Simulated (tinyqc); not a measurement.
Inside a calculation. Method: UHF in the sto-3g basis, for HF, spin multiplicity 1. This run ends on a higher stationary point, not on the lowest solution. Computed by tinyqc, a small Python program that keeps every step (integrals from PySCF). Settings: charge = 0, multiplicity = 1, basis = sto-3g, energy threshold = 1e-09, iteration cap = 64, orthogonalisation = canonical, start = Wolfsberg-Helmholz matrix, DIIS depth = 0, method = UHF, break = 0.4. Command: `OMP_NUM_THREADS=1 python tinyqc.py 21294 21295 out.jsonl` (the two numbers bound the seeds that draw the settings). One thread of a shared host (Intel(R) Xeon(R) Processor @ 2.60GHz), about 0.2 s of CPU time with the checks.

Geometry (angstrom):
```
atom         x         y         z
F     0.000000  0.000000  0.000000
H     0.000000  0.000000  1.369000
```

Stop when the energy changes by less than 1e-09 hartree and every element of the error matrix X^T (F D S - S D F) X (for each spin) is below 9e-06.

Course of the cycle:
```
iteration   E (hartree)     change  largest element of the error matrix
1          -98.16295695          -                             1.36e-01
2          -98.39151803  -2.29e-01                             4.30e-02
3          -98.42522841  -3.37e-02                             3.00e-02
4          -98.44055750  -1.53e-02                             2.21e-02
5          -98.44881429  -8.26e-03                             1.70e-02
6          -98.45372093  -4.91e-03                             1.34e-02
7          -98.45681539  -3.09e-03                             1.09e-02
8          -98.45884595  -2.03e-03                             8.97e-03
9          -98.46021535  -1.37e-03                             7.45e-03
10         -98.46115672  -9.41e-04                             6.22e-03
11         -98.46181267  -6.56e-04                             5.22e-03
12         -98.46227416  -4.61e-04                             4.39e-03
13         -98.46260107  -3.27e-04                             3.71e-03
14         -98.46283378  -2.33e-04                             3.13e-03
...                 ...        ...                                  ...
39         -98.46342340  -6.29e-08                             5.18e-05
40         -98.46342345  -4.54e-08                             4.40e-05
41         -98.46342348  -3.27e-08                             3.73e-05
42         -98.46342351  -2.36e-08                             3.17e-05
43         -98.46342352  -1.70e-08                             2.69e-05
44         -98.46342354  -1.22e-08                             2.28e-05
45         -98.46342354  -8.83e-09                             1.94e-05
46         -98.46342355  -6.36e-09                             1.65e-05
47         -98.46342356  -4.59e-09                             1.40e-05
48         -98.46342356  -3.31e-09                             1.19e-05
49         -98.46342356  -2.38e-09                             1.01e-05
50         -98.46342356  -1.72e-09                             8.56e-06
51         -98.46342356  -1.24e-09                             7.27e-06
52         -98.46342356  -8.93e-10                             6.17e-06
```

Can the last value be used, and what does the course show?

No, though the log alone does not show it. Converged in 52 iterations. But the solution lies 0.02269 hartree above the reference: it is another stationary point, not the lowest one. Reruns (cap 100 unless said): DIIS 8: converged in 11 to a higher stationary point; damping 0.5: not converged; level shift 0.5: converged in 86 to a higher stationary point; atomic densities as start, DIIS 8: converged in 7 to a higher stationary point. PySCF UHF in the same basis, after a stability check = -98.48611299 hartree.
